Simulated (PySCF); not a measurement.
`CCC(O)CC` (3-pentanol). The geometry is computed with GFN2-xTB (gas phase).

```
atom  x, y, z in Å
C1     2.4924    0.4746   -0.2057
C2     1.2112   -0.2178   -0.6550
C3     0.0036    0.2181    0.1874
O4     0.1946   -0.0863    1.5521
C5    -1.2937   -0.4068   -0.3466
C6    -2.5165    0.0955    0.4122
H7     3.3496    0.0875   -0.7514
H8     2.6518    0.3149    0.8580
H9     2.4241    1.5455   -0.3811
H10    1.0141    0.0118   -1.7035
H11    1.3284   -1.3021   -0.5656
H12   -0.0821    1.3099    0.1609
H13    0.2828   -1.0431    1.6368
H14   -1.3915   -0.1693   -1.4072
H15   -1.2241   -1.4948   -0.2516
H16   -2.6537    1.1614    0.2458
H17   -2.3869   -0.0677    1.4795
H18   -3.4129   -0.4250    0.0833
```

Q: Give the dihedral angles H12–C3–C5–H15, H10–C2–C3–C5, H8–C1–C2–C3.

A: H12–C3–C5–H15 -176° (antiperiplanar); H10–C2–C3–C5 54° (synclinal); H8–C1–C2–C3 54° (synclinal). Dihedral signs follow IUPAC: positive where, seen along the central bond, the front bond turns clockwise onto the rear one.

Q: Where is the centre of mass (commonest isotopes), and what is the radius of gyration?

A: Mass 88.089 u; centre at (0.020, 0.006, 0.192) Å; Rg = √(Σ m r²/M) = 1.899 Å. As Ia + Ib + Ic = 2 Σ m r², the three principal moments sum to 635.2 u·Å².

Q: How far are the heavy atoms from their best plane (unweighted least squares)?

A: 0.253 Å rms; C1 0.28, C2 0.25, C3 0.20, O4 0.25, C5 0.25, C6 0.28 Å (magnitudes).

Q: What are the angles H8–C1–H9, C3–C5–H14, H14–C5–H15, C5–C6–H18?

A: From the scalar product of the two bond vectors; for H8–C1–H9 it is -0.3685 Å² over 1.0874 × 1.0873 Å², cos θ = -0.3117. H8–C1–H9 108.2°; C3–C5–H14 109.0°; H14–C5–H15 107.8°; C5–C6–H18 110.7°.

Q: What is the repulsion energy of the bare nuclei, Σ ZA·ZB/RAB?

A: 259.48 Eh over 153 pairs, with full nuclear charges and distances in bohr; the largest single term is 18.00 Eh (C3 with O4).

The point group is Cs within 0.08 Å; differences among equivalent distances and angles are scatter left by the optimiser. Not checked by GFN2-xTB frequencies. The numbers are those of one conformer.
